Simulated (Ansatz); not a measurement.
C₂H₄O₃, SMILES `O=COCO`, relaxed with RKS PBE-D4/def2-SVP in Ansatz from a rough embedded geometry. The force threshold is 0.03 eV/Å; the program also tests the step.

Total charge 0; spin multiplicity 1.

Start:

```xyz
9

O    -0.227    1.378   -1.072
C     0.329    1.351    0.011
O     0.364    0.295    0.887
C    -0.298   -0.774    0.447
O     0.426   -1.457   -0.621
H     0.864    2.226    0.446
H    -0.349   -1.528    1.251
H    -1.317   -0.594    0.119
H     0.209   -0.895   -1.468
```

(1) How much energy does the relaxation release, and in how many steps? (Best estimate.)

(2) Which bonds change most? (Estimate.)

(3) Give the relaxed structure. (Estimate.)

Results:

(1) Computed: 44.00 kJ/mol, in 8 steps, 1 of them rejected.

(2) Computed: O3–C4 from 1.333 to 1.475 Å; C4–O5 from 1.459 to 1.371 Å; O5–H9 from 1.039 to 0.982 Å; C2–O3 from 1.372 to 1.339 Å.

(3) The calculation gave: 
```xyz
9

O    -0.035    1.278   -1.148
C     0.352    1.354    0.005
O     0.313    0.364    0.906
C    -0.315   -0.873    0.404
O     0.342   -1.417   -0.669
H     0.796    2.272    0.466
H    -0.249   -1.568    1.261
H    -1.378   -0.607    0.195
H     0.175   -0.803   -1.418
```
